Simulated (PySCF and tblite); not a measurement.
1,2-difluoroethane, C₂H₄F₂, numbered as in [F:1][CH2:2][CH2:3][F:4]. Conformers came from 60 starts (ETKDG, MMFF94s, GFN2-xTB); geometries are PBE0-D3(BJ)/def2-SVP. Energies: CAM-B3LYP-D3(BJ)/def2-TZVP, with GFN2-xTB thermal terms (modes under about 100 cm⁻¹ blended into free rotors). Symmetry numbers and mirror images are counted. Conformers within 3 kcal/mol (GFN2-xTB free energy) were kept, 8 at most. GIAO shieldings: wB97X-D/pcSseg-1. Couplings: B3LYP/pcJ-1. Shifts are against TMS (¹H), TMS (¹³C), CFCl3 (¹⁹F) at the same level. (PySCF 2.14, tblite 0.8.)

Torsions listed: F1–C2–C3–F4. Of a mirror pair one member is shown.

Two conformers hold nearly all the population. I: 180°; δ(F1/F4) = -256.50 ppm. II: 70°; δ(F1/F4) = -234.81 ppm. The average over the ensemble at 298.15 K is -236.69 ppm.

(1) What populations and free-energy difference follow from a two-state model?

Unscaled ¹⁹F shifts at such levels can be off by tens of ppm; differences between conformers or isomers are more reliable.

Results:

(1) p(I) = (-236.69 − (-234.81))/(-256.50 − (-234.81)) = 0.09, so K = p(II)/p(I) = 10.54 and G(II) − G(I) = −RT ln K = -1.40 kcal/mol. One of the two counts twice, as a mirror pair, which this difference holds. The weights computed directly are 8.7 % and 91.3 %.
